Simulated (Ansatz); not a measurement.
**BH₃O₂: taking an electron away**

An exercise on one series of results from a longer session: the logs are not shown, and one member is left open.

Computed with Ansatz 0.2.0, Gaussian basis. Level: unrestricted cation, the program's frozen cores in correlated methods.

Plan: UKS PBE-D4/def2-TZVPP; UKS r2SCAN-D4/def2-TZVPP; UKS PBE0-D4/def2-TZVPP; UKS B3LYP-D4/def2-TZVPP; UKS wB97X-V/def2-TZVPP; UKS wB97M-V/def2-TZVPP; UKS B2PLYP/def2-TZVPP; UHF-CCSD(T)/def2-TZVPP; UHF-CCSD(T)/def2-QZVPP; extrapolation to the limit; then −ε(HOMO) from the neutral's earlier runs with LDA (SPW92), PBE-D4, revPBE-D4, BLYP-D4, r2SCAN-D4, B97M-V, PBE0-D4, B3LYP-D4, r2SCANh-D4, r2SCAN0-D4, HSE06-D4, BHLYP-D4, CAM-B3LYP-D4, LC-ωPBE, ωB97X-V, ωB97M-V.

### The geometry

An earlier PBE0-D4 in a triple-zeta def2 set relaxation fixed the geometry.

SMILES `OBO`, 6 atoms, charge 0, spin multiplicity 1.

Atoms are counted from 1 here; the program's logs count them from 0.

Bond lengths: O1–B2 1.356 Å, O1–H4 0.958 Å, B2–O3 1.356 Å, B2–H5 1.205 Å, O3–H6 0.958 Å. Angles: B2–O1–H4 112.7°, O1–B2–O3 116.8°, O1–B2–H5 121.6°, O3–B2–H5 121.6°, B2–O3–H6 112.7°.

The first run:

Input file in.yaml:

```yaml
crystal:
  periodic: [false, false, false]
  atoms:
    - {symbol: O, position_ang: [-1.176211, -0.524494, -0.251839]}
    - {symbol: B, position_ang: [0.049477, 0.028108, -0.072891]}
    - {symbol: O, position_ang: [0.580607, -0.053848, 1.172455]}
    - {symbol: H, position_ang: [-1.494726, -0.433523, -1.150617]}
    - {symbol: H, position_ang: [0.637775, 0.565587, -0.976143]}
    - {symbol: H, position_ang: [1.445180, 0.354069, 1.232835]}
basis:
  gaussian: {orbitals: def2-TZVPP}
total_charge: 1
magnetization: {spin_polarized: true, initial_magnetization: 1}
hamiltonian: {xc: pbe, dispersion: d4}
```

Command:

```sh
$ ansatz run in.yaml --threads 2 --pin off --events-out ev --progress --plain --max-ram 32768MiB --backend cpu
```

Among the steps run: Cation, UKS PBE-D4/def2-TZVPP; Cation, UKS r2SCAN-D4/def2-TZVPP; Cation, UKS PBE0-D4/def2-TZVPP; Cation, UKS B3LYP-D4/def2-TZVPP; Cation, UKS wB97X-V/def2-TZVPP; Cation, UKS wB97M-V/def2-TZVPP; Cation, UKS B2PLYP (frozen core)/def2-TZVPP; Cation, UHF-CCSD(T)/def2-TZVPP; Cation, UHF-CCSD(T)/def2-QZVPP.

One of the session's tables, all rows but one given; the rest of the session is left out.

For comparison, −ε(HOMO) of the neutral from earlier runs:

```
  functional  −ε(HOMO) (eV)
 LDA (SPW92)           7.63
      PBE-D4           7.52
   revPBE-D4           7.47
     BLYP-D4           7.48
   r2SCAN-D4           7.88
      B97M-V           7.99
     PBE0-D4           9.14
    B3LYP-D4           8.94
  r2SCANh-D4           8.48
  r2SCAN0-D4           9.39
    HSE06-D4           8.73
    BHLYP-D4          10.75
CAM-B3LYP-D4              ?
     LC-ωPBE          12.02
     ωB97X-V          11.68
     ωB97M-V          11.55
```

Estimate the missing values for CAM-B3LYP-D4.

The run gave: −ε(HOMO) (eV): 10.68. In the column «−ε(HOMO) (eV)» it lies between r2SCAN0-D4 (9.39) and BHLYP-D4 (10.75).
